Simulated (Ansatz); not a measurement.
## Structure relaxation of NaAu

Level of theory: DFT PBE, scalar-relativistic, plane waves, PAW (Ansatz). Cutoff 420 eV, Γ-centred k mesh, Gaussian smearing, no spin polarisation in the final step.

NaAu was placed on the CoSn structure type (P6/mmm, No. 191), with Na in place of Co, Au in place of Sn, at a guessed volume.

```
CELL_PARAMETERS angstrom
5.43262 0.00000 0.00000
-2.71631 4.70479 0.00000
0.00000 0.00000 4.38314
ATOMIC_POSITIONS crystal
Na 0.50000 0.00000 0.00000
Na 0.50000 0.50000 0.00000
Na 0.00000 0.50000 0.00000
Au 0.00000 0.00000 0.00000
Au 0.33333 0.66667 0.50000
Au 0.66667 0.33333 0.50000
```

Cell and atoms relax at zero pressure; the relaxation can't lower the symmetry of the start. After a coarse first stage the cell is made exact in the group found at 0.06 Å.

Energies over the elements count from the elements' standard structures at the same level, with no empirical corrections.

Question: Describe the relaxed structure.

Answer: It keeps P6/mmm (No. 191). The result has the CoSn (Na on Co sites) structure. Conventional cell: a = 6.918 Å, c = 4.319 Å. Na is coordinated by 4 Au at 2.94 Å, 2 Au at 3.46 Å and 4 Na at 3.46 Å; Au on Wyckoff site a (1 atom of the primitive cell) has 6 Na at 3.46 Å; around Au on Wyckoff site d (2 atoms of the primitive cell) lie 6 Na at 2.94 Å.

```cif
data_structure
_symmetry_space_group_name_H-M 'P6/mmm'
_symmetry_Int_Tables_number 191
_cell_length_a 6.9181
_cell_length_b 6.9181
_cell_length_c 4.3187
_cell_angle_alpha 90.000
_cell_angle_beta 90.000
_cell_angle_gamma 120.000
_cell_volume 179.00
loop_
_atom_site_label
_atom_site_type_symbol
_atom_site_symmetry_multiplicity
_atom_site_Wyckoff_symbol
_atom_site_fract_x
_atom_site_fract_y
_atom_site_fract_z
_atom_site_occupancy
Na1 Na 3 f 0.50000 0.00000 0.00000 1
Au1 Au 1 a 0.00000 0.00000 0.00000 1
Au2 Au 2 d 0.33333 0.66667 0.50000 1
```

Question: What are its volume, energy, density and gap?

Answer: The volume per atom is 29.83 Å³, the density is 6.12 g/cm³ and the energy over the elements is 0.011 eV/atom. The gap on the 6×6×8 mesh is 0.40 eV.

The final run used a 6×6×8 mesh on its 6-atom cell and 0.02 eV smearing. Spin–orbit coupling is left out. A structure relaxed within its symmetry needn't be a true minimum. The steps took about 3 core-minutes in all.